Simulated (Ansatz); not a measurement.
Born–Oppenheimer molecular dynamics of BFH6Si (9 atoms, charge 0, multiplicity 1). It starts at the highest image of a converged band, a first-order saddle point between two minima.

These are results of Ansatz, RKS B3LYP-D4/def2-SVP, not measurements.

```
ensemble                      : NVE (velocity Verlet)
time step                     : 0.5 fs
steps asked                   : 200
starting velocities drawn for : 300 K
seed                          : 11637
```

First frame:

```xyz
9
Properties=species:S:1:pos:R:3
B -0.103 -0.255 0.211
H 0.420 0.593 1.073
H 0.822 -0.210 -0.567
F -1.379 0.100 -0.143
Si 0.084 -2.290 0.759
H -0.391 -2.995 -0.466
H 1.513 -2.625 1.025
H -0.745 -2.741 1.915
H 0.141 -0.366 1.457
```

Q: How far do the bonds stretch over the last three quarters of this one trajectory? (Pairs bonded in most of those frames.)

A: 
```tsv
bond	mean (Å)	spread (Å)	shortest	longest
B1–H2	1.219	0.036	1.16	1.28
B1–H3	1.219	0.019	1.19	1.27
B1–F4	1.350	0.045	1.25	1.42
Si5–H6	1.493	0.024	1.45	1.53
Si5–H7	1.491	0.042	1.43	1.56
Si5–H8	1.495	0.024	1.46	1.54
Si5–H9	1.577	0.133	1.36	1.86
```

Mean temperature of the second half: 907 K. The conserved energy stayed within 0.2 meV per atom of its start (net change -0.075 meV per atom), so the integration is sound. The kinetic energy rose, since the run started high on the potential surface and went downhill. It ends in pieces (BFH2 + H4Si), so much of that is their flight and rotation, not heat. A run of 0.1 ps of so small a system gives no equilibrium averages. The orbitals stay closed-shell, which can raise the energy where a bond breaks towards radicals; this wasn't checked here.

The run took 6.4 min on 1 thread of Arm Neoverse V2, on a shared host, peak memory 0.16 GiB.
